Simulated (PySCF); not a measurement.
EPR parameters of C2HN2

Compound: C2HN2 (doublet state).
Structure used (GFN2-xTB), in Å, numbered top down from 1:
```xyz
5
C2HN2 angstrom
N     -1.2629    1.0219   -0.3733
C     -0.5763    0.0134   -0.2965
C      0.8492   -0.0117   -0.1352
N      1.9838   -0.0122   -0.0063
H     -0.9852   -1.0085   -0.3444
```

The species is `[N]=CC#N` [radical].

Computed, not measured: UKS B3LYP, pcH-1 on C H N, non-relativistic, mean-field spin-orbit, GIAO (PySCF). Geometry: GFN2-xTB; no solvent, vibrations or thermal averaging. A GFN2-xTB geometry isn't a minimum of the functional, and hyperfine couplings can be far from their values at a DFT geometry.

```
g1, g2, g3        : 2.00145, 2.00223, 2.00501
g_iso             : 2.00289
Form of g         : rhombic: the two nearest values differ by 22 % of g3 − g1
⟨S²⟩              : 0.7610 (exact 0.7500)
α and β electrons : 14, 13
```

Hyperfine couplings atom by atom, in G; T1 to T3 are the principal values of the dipolar part (MHz turned into gauss with g_iso; 10 G = 1 mT):

```json
{"atom": "N1", "isotope": "14N", "a_iso": "8.2", "T1": "-17.5", "T2": "-13.2", "T3": "30.6", "Mulliken spin population": "0.99"}
{"atom": "C2", "isotope": "13C", "a_iso": "-23.2", "T1": "-7.0", "T2": "0.1", "T3": "6.9", "Mulliken spin population": "-0.17"}
{"atom": "C3", "isotope": "13C", "a_iso": "56.9", "T1": "-2.1", "T2": "-1.6", "T3": "3.7", "Mulliken spin population": "0.10"}
{"atom": "N4", "isotope": "14N", "a_iso": "-0.1", "T1": "-1.2", "T2": "-0.2", "T3": "1.4", "Mulliken spin population": "-0.04"}
{"atom": "H5", "isotope": "1H", "a_iso": "90.8", "T1": "-2.4", "T2": "-1.0", "T3": "3.3", "Mulliken spin population": "0.12"}
```

The largest Mulliken spin populations are on N1 (+0.99), C2 (-0.17), H5 (+0.12) and C3 (+0.10). N1 is the only atom above +0.15. The positive populations add up to 1.21 and the negative ones to -0.21, together 2S = 1.

Axes: g1 points within 5° of the N1–C2 bond and g3 is normal to the molecular plane.

Under fast tumbling the dipolar parts average out, and these isotropic splittings remain: 1 × 1H (H5, I = 1/2, 2 lines) with 9.08 mT and 1 × 14N (N1, I = 1, 3 lines) with 0.82 mT.

The 13C coupling of C3 (159.4 MHz) shows only in satellite lines or after enrichment, since that isotope makes up about 1.07 % of natural carbon.

The spin density at the nucleus, in bohr⁻³, is negative for C2 (-0.0577), for instance. A restricted open-shell determinant has no negative spin density anywhere; here it arises because α and β orbitals differ (spin polarisation).
